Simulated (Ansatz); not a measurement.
Basis-set extrapolation for C₂H₅N₃O (`NC(N)=NC=O`) (PBE0-D4/def2-TZVP geometry, frozen core, the Gaussian-basis code of Ansatz). Multiplicity 1, RHF reference.

|  | def2-TZVPP | def2-QZVPP |
| --- | --- | --- |
| HF | -317.010506 | -317.024835 |
| MP2 correlation | -1.156334 | -1.240114 |
| CCSD(T) correlation | -1.226331 | not run |

Energies in hartree. Use E(X) = E(∞) + A·exp(−7.88·√X) for Hartree–Fock and E(X) = E(∞) + B·X^(−2.97) for correlation, with X = 3 and 4, and add CCSD(T) minus MP2 of the smaller set to the MP2 limit.

Task: What is the CCSD(T) energy at the basis-set limit?

Result: HF limit: -317.024835 + (-0.014329) × 0.13774 = -317.02681. MP2 limit: -1.240114 + (-0.083780) × 0.74074 = -1.30217. Higher-order term: -1.226331 − (-1.156334) = -0.07000. Total: -318.39898 hartree, 425.7 kJ/mol below CCSD(T)/def2-TZVPP.
